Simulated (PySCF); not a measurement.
Bonds (- single, = double, # triple, : aromatic): C1-N2 1.444 Å, N2-C3 1.345 Å, C3=O4 1.205 Å. C1 carries H5, H6, H7; N2 carries H8; C3 carries H9.

All values are calculated (PySCF 2.14): σ from GIAO-PBE0/pcSseg-1, B3LYP/pcJ-1 coupling constants, structure optimised with GFN2-xTB. A single conformation, relativity neglected, isolated molecule, rapidly exchanging positions averaged.

Predict the 2D correlation tables (HSQC, COSY, HMBC).

## Answers



HSQC (one-bond C–H):
| δH | δC | 1J(C,H) (Hz) |
| --- | --- | --- |
| 8.13 (H9) | 160.1 (C3) | 192 |
| 3.12 (H5/H6/H7) | 24.2 (C1) | 143 |

COSY cross peaks (|J| ≥ 2 Hz):
| δH | δH | abs. J (Hz) | bonds |
| --- | --- | --- | --- |
| 4.27 (H8) | 3.12 (H5/H6/H7) | 5.5 | 3 |

HMBC (two and three bonds, |J| ≥ 2.5 Hz):
| δH | δC [abs. J in Hz] |
| --- | --- |
| 8.13 (H9) | 24.2 (C1) [5.0] |
| 4.27 (H8) | 160.1 (C3) [7.4], 24.2 (C1) [3.9] |
| 3.12 (H5/H6/H7) | 160.1 (C3) [3.5] |

Shifts are taken against calculated references (same method and geometry level): 1H and 13C vs TMS.

Exchangeable OH/NH protons stand at their gas-phase positions; hydrogen bonding in a real sample shifts them, mostly to higher δ. Shifts are as computed. Against solution values, carbons near 30 ppm lie about +3 ppm off and those near 130 ppm about +5 ppm. Of 1211 compounds with measured shifts, 218 miss one by over three times the rms of a fit or turn the order of signals round; such compounds aren't used in these exercises. The C=O carbon of an acid or of an amide with N–H lies up to 10 ppm further downfield in solution, through hydrogen bonding that the calculation lacks. 3J across rotatable bonds or in flexible rings reflects this conformer alone.
